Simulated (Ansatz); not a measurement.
Born–Oppenheimer molecular dynamics of CH5AlO (8 atoms, charge 0, multiplicity 1). It starts from a relaxed structure.

All numbers below come from RKS PBE/def2-SVP (Ansatz).

| Property | Result |
| --- | --- |
| ensemble | NVE (velocity Verlet) |
| time step | 0.5 fs |
| steps asked | 100 |
| starting velocities drawn for | 500 K |
| seed | 410306 |

First frame:

```xyz
8
Properties=species:S:1:pos:R:3
Al -0.041 -0.171 -0.080
H 0.144 -0.154 1.514
O 1.356 -0.377 -1.073
H 2.244 -0.483 -0.698
C -1.756 0.028 -0.998
H -2.461 -0.781 -0.707
H -2.250 0.986 -0.728
H -1.639 0.001 -2.100
```

(1) How far do the bonds stretch over the last three quarters of this one trajectory? (Pairs bonded in most of those frames.)

Answers

(1) 
```csv
bond,mean (Å),spread (Å),shortest,longest
Al1–H2,1.613,0.023,1.58,1.65
Al1–O3,1.731,0.024,1.70,1.77
Al1–C5,1.959,0.019,1.93,1.99
O3–H4,0.979,0.045,0.91,1.04
C5–H6,1.114,0.012,1.09,1.13
C5–H7,1.113,0.036,1.06,1.17
C5–H8,1.106,0.025,1.07,1.14
```

Mean temperature of the second half: 192 K. The conserved energy stayed within 0.62 meV per atom of its start (net change 0.24 meV per atom), so the integration is sound. A run of 0.05 ps of so small a system gives no equilibrium averages.

The run took 4.9 min on 1 thread of AMD EPYC 7R43 64-Core Processor (Zen 3) (shared host), peak memory 0.13 GiB.
